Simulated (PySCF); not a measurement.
## Do core-level shifts follow atomic charges?

Acrylamide, C₃H₅NO.
Numbering: `[CH2:1]=[CH:2][C:3]([NH2:4])=[O:5]`

Binding energies: delta-SCF UKS SCAN, pcX-2 on the ionised atom, pcseg-1 elsewhere, spin-free X2C in PySCF 2.14.0. Charges: PBE0/pcSseg-1 ground-state density, for the ionised atom.

```csv
atom,environment,C 1s (eV),Mulliken (e),IAO (e),Hirshfeld (e),ESP (e)
C1,terminal =CH2 carbon,290.72,-0.076,-0.254,-0.063,-0.281
C2,alkene CH carbon,290.97,-0.308,-0.208,-0.064,-0.340
C3,amide carbonyl carbon,293.84,+0.462,+0.435,+0.163,+0.831
```

Q: How well does each charge scheme correlate with the binding energies over these sites?

A: IAO: r = 1.00, slope 4.5 eV per e; Hirshfeld: r = 1.00, slope 13.2 eV per e; ESP: r = 0.99, slope 2.6 eV per e; Mulliken: r = 0.93, slope 4.1 eV per e. On 3 points no scheme stands out.

Q: The point-charge model writes a binding energy as kq + V + constant, with V the potential of the other atoms' charges at the site. What does it give with the Hirshfeld charges?

A: V = Σ 14.40 eV Å × q/r over all other atoms: +0.83 eV at C1, +0.80 eV at C2, -3.59 eV at C3. Fitting binding energy − V to q gives k = 32.6 eV per e and leaves an rms residual of 0.13 eV, against 0.11 eV for the fit on q alone. The model has no term for differences in relaxation between sites.

Geometry: GFN2-xTB, one conformer, isolated molecule.

The values belong to the conformer `[CH2:1]=[CH:2][C:3]([NH2:4])=[O:5]`: C1–C2–C3–N4 180°, H–N4–C3–C2 -1°, H–N4–C3–C2 180°.
